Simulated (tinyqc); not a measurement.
RHF in the sto-6g basis, for H2F+, spin multiplicity 1, step by step. One step of it, computed by the program tinyqc.

Problem. Iteration 1: diagonalisation and new density. Diagonalise F' = X^T F X, C = X C', fill 5 alpha and 5 beta electrons from the bottom; D = 2 C_occ C_occ^T. Each column has its largest component positive (the first on a tie).

Fock matrix F (hartree), order 1F 1s, 1F 2s, 1F 2px, 1F 2py, 1F 2pz, 2H 1s, 3H 1s:
$$\begin{pmatrix}
-32.009042 & -7.233745 & 0.000000 & 0.001929 & -0.024690 & -1.122207 & -1.210510 \\
-7.233745 & -4.739160 & 0.000000 & -0.001670 & 0.122892 & -1.224294 & -1.301475 \\
0.000000 & 0.000000 & -2.988524 & 0.000000 & 0.000000 & 0.000000 & 0.000000 \\
0.001929 & -0.001670 & 0.000000 & -3.018080 & -0.001207 & -0.575938 & 0.603490 \\
-0.024690 & 0.122892 & 0.000000 & -0.001207 & -2.936754 & -0.401512 & -0.420983 \\
-1.122207 & -1.224294 & 0.000000 & -0.575938 & -0.401512 & -1.032957 & -0.417060 \\
-1.210510 & -1.301475 & 0.000000 & 0.603490 & -0.420983 & -0.417060 & -1.098155
\end{pmatrix}$$

X, order 1F 1s, 1F 2s, 1F 2px, 1F 2py, 1F 2pz, 2H 1s, 3H 1s:
$$\begin{pmatrix}
1.022410 & -0.131577 & 0.000000 & 0.000358 & -0.005453 & 0.015338 & 0.016208 \\
-0.131577 & 1.135948 & 0.000000 & -0.004599 & 0.055973 & -0.191362 & -0.207795 \\
0.000000 & 0.000000 & 1.000000 & 0.000000 & 0.000000 & 0.000000 & 0.000000 \\
0.000358 & -0.004599 & 0.000000 & 1.056648 & -0.001986 & -0.150207 & 0.157731 \\
-0.005453 & 0.055973 & 0.000000 & -0.001986 & 1.027284 & -0.094334 & -0.100970 \\
0.015338 & -0.191362 & 0.000000 & -0.150207 & -0.094334 & 1.103185 & -0.077941 \\
0.016208 & -0.207795 & 0.000000 & 0.157731 & -0.100970 & -0.077941 & 1.115012
\end{pmatrix}$$

Give: F' = X^T F X; orbital energies; coefficients C; D after iteration 1.

Solution.

F' = X^T F X (hartree):
$$\begin{pmatrix}
-31.6606 & -3.1368 & 0.0000 & 0.0018 & -0.0425 & -0.2069 & -0.2305 \\
-3.1368 & -3.5762 & 0.0000 & -0.0039 & 0.1436 & -0.3158 & -0.3383 \\
0.0000 & 0.0000 & -2.9885 & 0.0000 & 0.0000 & 0.0000 & 0.0000 \\
0.0018 & -0.0039 & 0.0000 & -3.0164 & -0.0019 & -0.1549 & 0.1616 \\
-0.0425 & 0.1436 & 0.0000 & -0.0019 & -2.9342 & -0.0934 & -0.0994 \\
-0.2069 & -0.3158 & 0.0000 & -0.1549 & -0.0934 & -0.6952 & -0.0854 \\
-0.2305 & -0.3383 & 0.0000 & 0.1616 & -0.0994 & -0.0854 & -0.7256
\end{pmatrix}$$

orbital energies (hartree): MO1 -32.0109, MO2 -3.3404, MO3 -3.0372, MO4 -2.9885, MO5 -2.9076, MO6 -0.7094, MO7 -0.6028

coefficients C, order 1F 1s, 1F 2s, 1F 2px, 1F 2py, 1F 2pz, 2H 1s, 3H 1s:
$$\begin{pmatrix}
1.0020 & -0.2262 & 0.0004 & 0.0000 & -0.0729 & 0.0523 & 0.0041 \\
-0.0092 & 1.0237 & -0.0027 & 0.0000 & 0.3404 & -0.4751 & -0.0330 \\
0.0000 & 0.0000 & 0.0000 & 1.0000 & 0.0000 & 0.0000 & 0.0000 \\
0.0000 & 0.0031 & 1.0319 & 0.0000 & -0.0130 & 0.0432 & -0.3116 \\
0.0001 & -0.2698 & 0.0114 & 0.0000 & 0.9782 & -0.2181 & -0.0161 \\
0.0020 & -0.0552 & -0.0750 & 0.0000 & -0.0611 & 0.6555 & 0.9216 \\
0.0021 & -0.0580 & 0.0765 & 0.0000 & -0.0655 & 0.8520 & -0.7671
\end{pmatrix}$$

D after iteration 1, order 1F 1s, 1F 2s, 1F 2px, 1F 2py, 1F 2pz, 2H 1s, 3H 1s:
$$\begin{pmatrix}
2.1208 & -0.5312 & 0.0000 & 0.0013 & -0.0203 & 0.0378 & 0.0400 \\
-0.5312 & 2.3277 & 0.0000 & -0.0081 & 0.1134 & -0.1542 & -0.1637 \\
0.0000 & 0.0000 & 2.0000 & 0.0000 & 0.0000 & 0.0000 & 0.0000 \\
0.0013 & -0.0081 & 0.0000 & 2.1300 & -0.0035 & -0.1534 & 0.1592 \\
-0.0203 & 0.1134 & 0.0000 & -0.0035 & 2.0595 & -0.0915 & -0.0950 \\
0.0378 & -0.1542 & 0.0000 & -0.1534 & -0.0915 & 0.0248 & 0.0029 \\
0.0400 & -0.1637 & 0.0000 & 0.1592 & -0.0950 & 0.0029 & 0.0270
\end{pmatrix}$$
